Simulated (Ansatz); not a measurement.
Candidates: A15 Mo3Si, CaB6-type CaB6, B20 (FeSi-type) MnSi, antifluorite Mg2Si, CaB6-type LaB6. Level: PBE in Ansatz (plane waves, PAW).

Ansatz's runs of these crystals have no spin polarisation, but for B20 (FeSi-type) MnSi.

Density-functional runs with spin start from parallel moments for B20 (FeSi-type) MnSi.

Spin–orbit coupling is left out, also for the solids with elements from indium on (CaB6-type LaB6); its size isn't shown.

Caveats: the gap of the solid is closed in this run (CaB6-type CaB6). Ansatz's density-functional and Hartree–Fock values are scalar-relativistic unless marked +SOC, with PAW data made under PBE.

Q: Which of them have a computed lattice parameter a between 4.3 and 5.6 Å?

A: A15 Mo3Si, B20 (FeSi-type) MnSi. The values: A15 Mo3Si 4.906 Å; CaB6-type CaB6 4.148 Å; B20 (FeSi-type) MnSi 4.518 Å; antifluorite Mg2Si 6.365 Å; CaB6-type LaB6 4.155 Å.

Ansatz is a quantum-chemistry and plane-wave program.
